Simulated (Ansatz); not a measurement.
A nudged elastic band was laid between two geometries of CH$_{3}$OS (6 atoms, charge 1, multiplicity 1).

These are results of RKS BHLYP-D4/def2-SVP (Ansatz), not measurements.

```
movable images  : 5
climbing image  : yes
spring          : 5.0 eV/Å²
optimiser       : quadratic models (default)
start path      : IDPP
force threshold : 0.05 eV/Å
iteration limit : 60
end points      : relaxed
```

First end point:

```xyz
6
Properties=species:S:1:pos:R:3
O -0.775 -0.959 -0.528
C -0.072 -0.003 -0.094
S 0.865 -0.241 1.264
H -1.299 -0.766 -1.318
H -0.085 0.962 -0.606
H 1.367 1.007 1.283
```

Last end point:

```xyz
6
Properties=species:S:1:pos:R:3
O -0.561 -0.816 -0.319
C -0.042 0.334 -0.227
S 1.031 0.754 0.970
H -1.171 -0.938 -1.060
H -0.291 1.111 -0.955
H 1.034 -0.445 1.591
```

(1) What changes between the two ends?

(2) What energy profile does the band end with?

(3) What is the geometry of the highest image?

(4) What are the harmonic wavenumbers there?

The band took 7 iterations and roughly 50 core-seconds.

Answers

(1) No bond is made or broken. The dihedral O1–C2–S3–H6 goes from -180 to 0°.

(2) The run converged. The highest image is number 3 of 0 to 6, 95.4 kJ/mol above the first end and 101.1 kJ/mol above the last; the last end lies 5.7 kJ/mol below the first. A vibrational analysis at the climbing image gives one clearly imaginary mode, 706i cm⁻¹: a first-order saddle point. Limits of this set-up: the dipole of an ion depends on the origin.

```json
{"image": "0", "path coordinate (Å)": "0.00", "energy (kJ/mol)": "0.0", "dihedral O1–C2–S3–H6 (°)": "-180"}
{"image": "1", "path coordinate (Å)": "0.46", "energy (kJ/mol)": "20.0", "dihedral O1–C2–S3–H6 (°)": "-152"}
{"image": "2", "path coordinate (Å)": "0.92", "energy (kJ/mol)": "66.3", "dihedral O1–C2–S3–H6 (°)": "-122"}
{"image": "3", "path coordinate (Å)": "1.38", "energy (kJ/mol)": "95.4", "dihedral O1–C2–S3–H6 (°)": "-90"}
{"image": "4", "path coordinate (Å)": "1.79", "energy (kJ/mol)": "68.2", "dihedral O1–C2–S3–H6 (°)": "-60"}
{"image": "5", "path coordinate (Å)": "2.20", "energy (kJ/mol)": "17.5", "dihedral O1–C2–S3–H6 (°)": "-29"}
{"image": "6", "path coordinate (Å)": "2.60", "energy (kJ/mol)": "-5.7", "dihedral O1–C2–S3–H6 (°)": "0"}
```

(3) 
```xyz
6
Properties=species:S:1:pos:R:3:forces:R:3
O -1.046 -0.528 -0.120 0.01 0.00 0.01
C 0.088 -0.047 -0.290 -0.01 0.00 0.00
S 1.353 -0.347 0.876 0.00 0.00 0.00
H -1.696 -0.358 -0.826 0.00 0.00 0.00
H 0.288 0.517 -1.211 0.00 0.00 0.00
H 1.014 0.762 1.571 0.00 0.00 0.00
```

(4) 706i, 459, 645, 794, 914, 1142, 1240, 1460, 1686, 2697, 3206, 3744 cm⁻¹.

Time of the run: 47 s on 1 thread of Arm Neoverse V2, on a shared host, peak memory 0.11 GiB.
